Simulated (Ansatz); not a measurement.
Results of PBE-D3(BJ) (PAW; Ansatz, a program for electronic structure) for cubic perovskite SrTiO3 (cubic form, which distorts at low temperature).

Numerical settings: plane-wave cutoff 520 eV, 10×10×10 k mesh, Fermi–Dirac smearing 0.01 eV, no spin polarisation, scalar-relativistic PAW data made under PBE.

Cell (relaxed at this level):

```
CELL_PARAMETERS angstrom
      3.90979     0.00000     0.00000
      0.00000     3.90979     0.00000
      0.00000     0.00000     3.90979
ATOMIC_POSITIONS crystal
  Sr 0.00000 0.00000 0.00000
  Ti 0.50000 0.50000 0.50000
  O  0.50000 0.00000 0.50000
  O  0.00000 0.50000 0.50000
  O  0.50000 0.50000 0.00000
```

Give the computed bulk modulus B0, band gap, smallest direct gap on the k points sampled and pressure derivative B′ of the bulk modulus.


* **bulk modulus B0**: 178 GPa
* **band gap**: 1.88 eV
* **smallest direct gap on the k points sampled**: 2.23 eV
* **pressure derivative B′ of the bulk modulus**: 4.4

Measured, for comparison: band gap 3.59 eV (zero-point renormalisation of 336 meV (experimental, the table's column) added back here, indirect; inputs from Miglio et al. (2020), arXiv:2011.12765); bulk modulus 172 GPa (room temperature, no zero-point or thermal correction, Murnaghan fit, our sources range from 165 to 179; as tabulated in Guennou et al. (2010), arXiv:0910.0710). Computed (rounded) less measured: bulk modulus +3 % (inside the range of the sources held).

Note: the relaxation could not lower the start's symmetry, so the cell can be a saddle point above a distorted one.

Spin–orbit coupling is not included.
